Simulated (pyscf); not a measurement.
Thermochemistry of product channels of `[SeH2]` + `[O]` [triplet] on the triplet surface, in eV, from CCSD(T)/def2-TZVPP + ΔMP2(QZVPP) energies (ideal gas, 1 atm, RRHO with modes under 100 cm⁻¹ raised to 100, one conformer, R ln 2 for rigid chiral ones). Structures and frequencies: ωB97X-D3(BJ)/def2-SVP in PySCF. MP2 and CC: frozen core, UHF for open shells. ΔMP2 is the change of the MP2 total energy from the triple- to the quadruple-zeta basis.

| products | ΔE | ΔH(298 K) | ΔG(900 K) | ΔG(1200 K) |
|---|---|---|---|---|
| `[OH][Se]` [doublet] + `[H]` [doublet] | -0.48 | -0.50 | -0.48 | -0.48 |
| `[SeH]` [doublet] + `[OH]` [doublet] | -0.86 | -0.84 | -0.95 | -0.98 |
| `[Se]` [triplet] + `[OH2]` | -2.90 | -2.69 | -2.59 | -2.54 |

These are energies of the channels, which say nothing of barriers. The CCSD(T) − MP2 part came from Ansatz, without density fitting, on the same reference. The frozen core leaves the outer d or s,p core shells of the metals and heavy elements correlated in the MP2 and CC values, and def2-TZVPP describes them poorly, which can shift differences by a few kcal/mol. Left out: orbital degeneracy and the spin-orbit lowering of OH, O, SeH, Se, which is large for Br, Se, Te and I. Elements up to Kr have no core potential and no relativistic terms here.
